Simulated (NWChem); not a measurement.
All runs are NWChem calculations. System: methanol (CH4O), charge 0, spin multiplicity 1, at a geometry optimised with PBE/def2-SVP. Level: CAM-B3LYP/def2-TZVP.

The NWChem input:

```
start mol
memory heap 200 mb stack 800 mb global 1000 mb
geometry units angstroms nocenter noautoz
  C      0.611192    -0.234334     0.000000
  O     -0.666493     0.363501     0.000000
  H      0.812921    -0.864429     0.901666
  H      1.361960     0.582129     0.000000
  H      0.812921    -0.864429    -0.901666
  H     -1.323011    -0.355269     0.000000
  symmetry group Cs
end
basis spherical
  * library def2-tzvp
end
dft
  xc xcamb88 1.00 lyp 0.81 vwn_5 0.19 hfexch 1.00
  cam 0.33 cam_alpha 0.19 cam_beta 0.46
  direct
  iterations 100
end
task dft energy
```

Part of the output:

```
             Northwest Computational Chemistry Package (NWChem) 7.3.0
             --------------------------------------------------------

                                NWChem Input Module
                                -------------------

 Scaling coordinates for geometry "geometry" by  1.889725989
 (inverse scale =  0.529177249)

 Turning off AUTOSYM since
 SYMMETRY directive was detected!

                             Geometry "geometry" -> ""
                             -------------------------

 Output coordinates in angstroms (scale by  1.889725989 to convert to a.u.)

  No.       Tag          Charge          X              Y              Z
 ---- ---------------- ---------- -------------- -------------- --------------
    1 C                    6.0000     0.61119200    -0.23433400     0.00000000
    2 O                    8.0000    -0.66649300     0.36350100     0.00000000
    3 H                    1.0000     0.81292100    -0.86442900     0.90166600
    4 H                    1.0000     1.36196000     0.58212900     0.00000000
    5 H                    1.0000     0.81292100    -0.86442900    -0.90166600
    6 H                    1.0000    -1.32301100    -0.35526900     0.00000000

 Effective nuclear repulsion energy (a.u.)      40.1127217074

            Nuclear Dipole moment (a.u.)
            ----------------------------
        X                 Y               Z
 ---------------- ---------------- ----------------
    -0.0000018897     0.0000113384     0.0000000000

      Symmetry information
      --------------------

 Group name             Cs
 Group number              2
 Group order               2
 No. of unique centers     5

      Symmetry unique atoms

     1    2    3    4    6


 Summary of "ao basis" -> "" (spherical)
 ------------------------------------------------------------------------------
       Tag                 Description            Shells   Functions and Types
 ---------------- ------------------------------  ------  ---------------------
 *                         def2-tzvp                  on all atoms

                                 NWChem DFT Module
[...]
 Vector    9  Occ=2.000000D+00  E=-3.463003D-01  Symmetry=a"
              MO Center= -2.6D-01,  6.0D-02,  4.1D-15, r^2= 1.5D+00
   Bfn.  Coefficient  Atom+Function         Bfn.  Coefficient  Atom+Function
  ----- ------------  ---------------      ----- ------------  ---------------
    39      0.426321  2 O  pz                42      0.345206  2 O  pz
    45      0.307668  2 O  pz                64     -0.161793  3 H  s
    76      0.161793  5 H  s                  8     -0.150384  1 C  pz
    65     -0.117923  3 H  s                 77      0.117923  5 H  s
    11     -0.107624  1 C  pz                63     -0.092754  3 H  s

 Vector   10  Occ=0.000000D+00  E= 6.574797D-02  Symmetry=a'
              MO Center= -8.5D-01, -6.7D-01, -1.2D-16, r^2= 4.3D+00
   Bfn.  Coefficient  Atom+Function         Bfn.  Coefficient  Atom+Function
  ----- ------------  ---------------      ----- ------------  ---------------
     5      2.316709  1 C  s                 83     -1.325935  6 H  s
    65     -1.061764  3 H  s                 77     -1.061764  5 H  s
    71     -0.833188  4 H  s                 36      0.813303  2 O  s
    12      0.512560  1 C  px                44     -0.296409  2 O  py
    43     -0.274716  2 O  px                13     -0.232919  1 C  py

 Vector   11  Occ=0.000000D+00  E= 1.055706D-01  Symmetry=a'
              MO Center=  8.9D-01, -5.0D-01,  2.6D-13, r^2= 5.7D+00
   Bfn.  Coefficient  Atom+Function         Bfn.  Coefficient  Atom+Function
  ----- ------------  ---------------      ----- ------------  ---------------
     5      3.702342  1 C  s                 65     -1.602397  3 H  s
    71     -1.596320  4 H  s                 77     -1.602397  5 H  s
    36     -1.192719  2 O  s                 83      0.597739  6 H  s
    44      0.273935  2 O  py                 3      0.215744  1 C  s
    70      0.181623  4 H  s                 43     -0.174618  2 O  px

 Vector   12  Occ=0.000000D+00  E= 1.541227D-01  Symmetry=a'
              MO Center=  1.3D+00,  3.3D-01, -3.8D-11, r^2= 4.4D+00
   Bfn.  Coefficient  Atom+Function         Bfn.  Coefficient  Atom+Function
  ----- ------------  ---------------      ----- ------------  ---------------
    71      2.680961  4 H  s                 12     -1.319712  1 C  px
    65     -1.024157  3 H  s                 77     -1.024157  5 H  s
    13     -1.009191  1 C  py                83     -0.667277  6 H  s
    36     -0.493104  2 O  s                 43     -0.333329  2 O  px
     5      0.312865  1 C  s                 70     -0.266490  4 H  s

 center of mass
 --------------
 x =  -0.09726328 y =   0.08782434 z =   0.00000000

 moments of inertia (a.u.)
 ------------------
          22.557900605415          20.215257065281           0.000000000000
          20.215257065281          64.662072312471           0.000000000000
           0.000000000000           0.000000000000          75.515976577347

     Multipole analysis of the density
     ---------------------------------

     L   x y z        total         alpha         beta         nuclear
     -   - - -        -----         -----         ----         -------
     0   0 0 0     -0.000000     -9.000000     -9.000000     18.000000

     1   1 0 0      0.090583      0.045292      0.045292     -0.000002
     1   0 1 0     -0.673770     -0.336891     -0.336891      0.000011
     1   0 0 1     -0.000000     -0.000000     -0.000000      0.000000

     2   2 0 0     -8.585577    -23.437285    -23.437285     38.288993
     2   1 1 0      1.498032      5.998604      5.998604    -10.499176
     2   1 0 1      0.000000      0.000000      0.000000      0.000000
     2   0 2 0    -10.303915    -11.126533    -11.126533     11.949151
     2   0 1 1      0.000000      0.000000      0.000000      0.000000
     2   0 0 2    -10.418894     -8.112728     -8.112728      5.806562

 Task  times  cpu:       21.7s     wall:       21.7s

 Total times  cpu:       21.7s     wall:       21.7s
```
